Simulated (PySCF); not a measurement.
Atom-mapped SMILES (the numbers label the heavy atoms): `[CH3:1][CH2:2][CH2:3][N:4]1[CH2:5][CH2:6]1`. Hydrogens are named by the atom that carries them.

Geometry: GFN2-xTB; GIAO shifts from PySCF 2.14, gas phase, non-relativistic, averaged over equivalent atoms.

At PBE0/pcSseg-1 (157 basis functions, 20 s wall time on 1 thread of an Arm Neoverse V2, shared host):
```
      atoms  δ (ppm)
         C3     66.7
         C2     27.6
      C5/C6     26.9
         C1     13.8
         N4     33.2
      H(C3)     2.07
      H(C2)     1.65
H(C5)/H(C6)     1.20
      H(C1)     0.94
```

Chemical shifts δ = σref − σ; TMS for $^{13}$C (σ = 186.93 ppm) and $^{1}$H (σ = 31.72 ppm); $^{15}$N (σ = 267.73 ppm) vs NH3, all at this level.

**Question.** What do these become at mPW1PW91/aug-pcSseg-1?

**Answer.** 
```tsv
atoms	δ at mPW1PW91/aug-pcSseg-1	change
C3	67.4	+0.7
C2	28.5	+0.9
C5/C6	27.5	+0.6
C1	14.6	+0.8
N4	27.2	-6.0
H(C3)	2.27	+0.20
H(C2)	1.73	+0.08
H(C5)/H(C6)	1.26	+0.06
H(C1)	0.94	+0.00
```

References, each an isolated molecule treated in the same way: $^{13}$C (186.56 ppm), $^{1}$H (31.71 ppm) vs TMS; $^{15}$N (258.30 ppm) against NH3.

The largest change is at N4 (amine nitrogen). Cost: 255 basis functions, 40 s wall time on 1 thread of an Arm Neoverse V2, shared host. The order of the carbon signals is the same at both levels.

Experimental scales use liquid or dissolved standards, which lie at an offset from isolated NH3 (liquid NH3: subtract about 20 ppm).
